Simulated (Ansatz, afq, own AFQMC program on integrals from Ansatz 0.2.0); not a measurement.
AFQMC on a folder of integrals that Ansatz 0.2.0 wrote.

```yaml
crystal:
  periodic: [false, false, false]
  atoms:
    - {symbol: Ge, position_ang: [0.000000, -0.615950, 3.385938]}
    - {symbol: C, position_ang: [0.000000, 0.164955, -3.123388]}
    - {symbol: H, position_ang: [0.000000, 0.937261, 3.736049]}
    - {symbol: H, position_ang: [0.000000, -0.486265, -3.998598]}
basis:
  gaussian: {orbitals: cc-pVDZ}
magnetization: {spin_polarized: false, initial_magnetization: 2}
correlation: {method: ccsd_t, electrons: outside_noble_gas, hamiltonian_folder: ham}
```

```sh
$ ansatz run in.yaml --threads 1 --pin off --events-out ev --progress --plain --max-ram 1382MiB
```

Options of the walk:

```
--method phaseless --trial hf --walkers 120 --populations 1 --least-time 40 --time-step 0.005 --steps-per-block 20 --equilibration-blocks 160 --max-blocks 600 --target-error 0.00228 --factor-cut 1e-05 --start spin_pure --seed 2858 --taylor-order 6
```

Times are imaginary, in 1/Eh. The walk had a cap of 1086 s. Filled inner d shells are frozen with the cores.

Log:

```
orbitals 36  electrons 6 4  factors 241 of 550
reference energy -2114.12781225 Eh
CCSD correlation -0.19394762 Eh in 14 cycles, weight of the determinant in the CISD state 0.8753
energy of the start -2114.127846 Eh
 block  time / (1/Eh)  mean weight  energy / Eh
     1     0.100  1.0004  -2114.161297
     2     0.200  1.0017  -2114.186523
     3     0.300  1.0016  -2114.205622
     4     0.400  1.0005  -2114.221687
     5     0.500  1.0017  -2114.237232
     7     0.700  1.0006  -2114.251515
     9     0.900  1.0008  -2114.266347
    15     1.500  1.0022  -2114.303255
    43     4.300  0.9996  -2114.342081
    71     7.100  1.0014  -2114.330799
    99     9.900  1.0005  -2114.338329
   127    12.700  0.9993  -2114.336974
   155    15.500  0.9999  -2114.311775
   183    18.300  0.9981  -2114.325068
   211    21.100  0.9950  -2114.336313
   239    23.900  0.9999  -2114.312987
   253    25.300  0.9988  -2114.298637
   267    26.700  1.0008  -2114.322157
   295    29.500  0.9989  -2114.330816
   323    32.300  0.9999  -2114.329731
   351    35.100  1.0001  -2114.317076
   379    37.900  1.0004  -2114.332861
   407    40.700  1.0015  -2114.327629
   435    43.500  1.0004  -2114.302721
   463    46.300  1.0017  -2114.323222
   491    49.100  1.0012  -2114.346996
   519    51.900  1.0003  -2114.318518
   533    53.300  1.0021  -2114.347253
   547    54.700  1.0008  -2114.317583
blocks merged  error / Eh  count
     1  0.000657  400
     2  0.000880  200
     4  0.001138  100
     8  0.001440  50
    16  0.001798  25
    32  0.002206  12
energy -2114.322901 +/- 0.001798 Eh
(rows thinned)
```

The run passed its tests (sampling time, drift between the halves within three errors, error under three times the target), which doesn't prove that it has relaxed.

Against this walk (error 48.9 meV) on the same determinant: CCSD(T) 58.9 meV lower (within the noise), CCSDT(Q) 87.3 meV lower (within the noise), a separate phaseless walk with a CISD trial and standard settings 48.1 ± 49.8 meV lower (within the noise). The error is statistical and leaves out the bias of the constraint.

Cautions: constraint bias not in the error; no relativity below Rb; no spin-orbit coupling; inner d shell frozen; lower spins were not checked; higher spins were not checked; a spin-contaminated unrestricted determinant lies lower (UHF 435 meV lower, ⟨S²⟩ 3.02).

The walk took 3.5 min on 1 thread of Intel(R) Xeon(R) Platinum 8259CL CPU @ 2.50GHz (Skylake/Cascade Lake), on a shared host. The log's last line is the phaseless energy.

CCSDT and higher add their correlation energy to the determinant of the CCSD(T) run, since their own runs factorise the integrals more tightly (a shift of under 2 meV). A walk keeps the symmetry of its determinant, which the program's search chose and which needn't be the lowest solution, so a lower state of the same spin and another symmetry isn't excluded.
